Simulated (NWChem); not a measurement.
System: nitrogen (N$_{2}$); SMILES N#N

Input file for NWChem:

```
start job
memory heap 200 mb stack 900 mb global 1100 mb
geometry units angstroms noautosym nocenter noautoz
  N      0.000000     0.000000     0.544738
  N      0.000000     0.000000    -0.544738
end
basis spherical
  * library 6-311++g**
end
dft
  xc b3lyp
  iterations 150
end
cosmo
  do_cosmo_smd true
  solvent water
end
task dft energy
```

All runs use the structure optimised with PBE0-D3(BJ)/def2-TZVP. Solvent: water.

Solvent water, SMD (1 M gas to 1 M solution), gas-phase geometry.

Give the results of this calculation. (B3LYP/6-311++G** (spherical d), SMD on the gas-phase geometry.) Quantities: basis functions; solvation free energy (kcal/mol); cavity-dispersion-structure term (kcal/mol).


- number of basis functions: 44
- solvation free energy (kcal/mol): -0.4
- cavity-dispersion-structure term (kcal/mol): 0.0
